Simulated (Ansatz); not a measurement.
Rock-salt TiN, treated with PBEsol (plane waves, PAW; Ansatz, a program for electronic structure).

Run with plane-wave cutoff 520 eV, 26×26×26 k mesh, Fermi–Dirac smearing 0.071 eV (set by the program), no spin polarisation, scalar-relativistic PAW data made under PBE.

Computed at the level's own relaxed cell.

```yaml
crystal:
  lattice:
    - [0.00000, 2.10205, 2.10205]
    - [2.10205, 0.00000, 2.10205]
    - [2.10205, 2.10205, 0.00000]
  atoms:
    - { symbol: Ti, position: [0.00000, 0.00000, 0.00000] }
    - { symbol: N, position: [0.50000, 0.50000, 0.50000] }
```

Q: Give the elastic tensor (Voigt notation, GPa, ions relaxed, in the Cartesian axes of the cell as printed).

A: 
```
  644.1   128.2   128.2     0.0     0.0     0.0
  128.2   644.1   128.2     0.0     0.0     0.0
  128.2   128.2   644.1     0.0     0.0     0.0
    0.0     0.0     0.0   173.3     0.0     0.0
    0.0     0.0     0.0     0.0   173.3     0.0
    0.0     0.0     0.0     0.0     0.0   173.3
```

Measured, for comparison: elastic constant C11 625 GPa, elastic constant C12 165 GPa, elastic constant C44 163 GPa (temperature not stated, not corrected to a static lattice; as tabulated in X. Wang et al., RSC Advances (2016)). Computed (rounded) less measured: elastic constant C11 +3 %, elastic constant C12 -22 %, elastic constant C44 +6 %. A static lattice is as a rule a little smaller and stiffer than an uncorrected measurement, which can account for part of this.
